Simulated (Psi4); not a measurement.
Conformational energy of C4H4O, SMILES C#CCC=O. Scanned: dihedral C2–C3–C4–O5; all other coordinates were relaxed at GFN2-xTB. Points at φ and −φ are mirror images.

Geometry of the scan point at 15° (Å):
```
9

C      2.0907    -0.4856    -0.0075
C      0.9236    -0.3588     0.2205
C     -0.4897    -0.1769     0.4755
C     -1.1601     0.7500    -0.5104
O     -0.7191     1.1114    -1.5604
H      3.1149    -0.6025    -0.2002
H     -1.0079    -1.1406     0.4100
H     -0.6434     0.2111     1.4872
H     -2.1703     1.0614    -0.1704
```

Method: DF-MP2 (frozen core)/cc-pVTZ // GFN2-xTB in Psi4.

Scanned values (°): -165, -150, -135, -120, -105, -90, -75, -60, -45, -30, -15, 0, 15, 30, 45, 60, 75, 90, 105, 120, 135, 150, 165, 180.

Task: Describe the profile: where are the wells and the tops?

Result: Lower than their neighbours: -135° (0.0 kcal/mol), 0° (0.7 kcal/mol), 135° (0.0 kcal/mol). Higher than their neighbours: -60° (2.7 kcal/mol), 60° (2.7 kcal/mol), 180° (0.3 kcal/mol). The whole profile spans 2.7 kcal/mol.
